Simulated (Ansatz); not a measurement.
# BHS+ (doublet): from Hartree-Fock to the top rungs, def2-TZVPP

One table from this session's results is given with a row withheld; the runs are named, their logs left out.

Program: Ansatz 0.2.0, Gaussian basis. Level of theory: def2-TZVPP, core rule «outside noble gas», up to 6 orbitals frozen. These are calculated values, not measurements.

The runs, in order: UHF; ROHF; CCSD(T) on UHF.

2 further runs of the same task are left out: 2 set aside as unsound or not needed.

## The system

The geometry is a PBE0/def2-TZVP stationary point (not a proven minimum) of the parent state, kept for this charge and spin.

3 atoms, charge 1, spin multiplicity 2.

Atoms are counted from 1 here; the program's logs count them from 0.

Bond lengths: B1–S2 1.769 Å, B1–H3 1.201 Å. Angles: S2–B1–H3 116.3°.

Set-up of the first run:

in.yaml reads:

```yaml
crystal:
  periodic: [false, false, false]
  atoms:
    - {symbol: B, position_ang: [0.000000, -0.194210, 1.266050]}
    - {symbol: S, position_ang: [0.000000, 0.040248, -0.487697]}
    - {symbol: H, position_ang: [0.000000, 0.802670, 1.935360]}
basis:
  gaussian: {orbitals: def2-TZVPP}
total_charge: 1
magnetization: {spin_polarized: true, initial_magnetization: 1}
hamiltonian: {xc: hf}
output: {orbitals: {seedname: orbitals}}
```

The run is started by

```bash
$ ansatz run in.yaml --threads 1 --pin off --events-out ev --progress --plain --max-ram 4096MiB --backend cpu
```

Among the steps run: UHF; ROHF; CCSD(T) on UHF.

One of the session's tables, all rows but one given; the rest of the session is left out.

```
  method  from UCCSD(T) (meV)
    ROHF              +7171.2
     UHF              +7021.2
    UMP2                    ?
   UCCSD               +353.0
UCCSD(T)                    0
```

**Question.** Estimate the row for UMP2.

The run gave: from UCCSD(T) (meV): +1215.2. In the column «from UCCSD(T) (meV)» it lies between UCCSD (+353.0) and UHF (+7021.2).
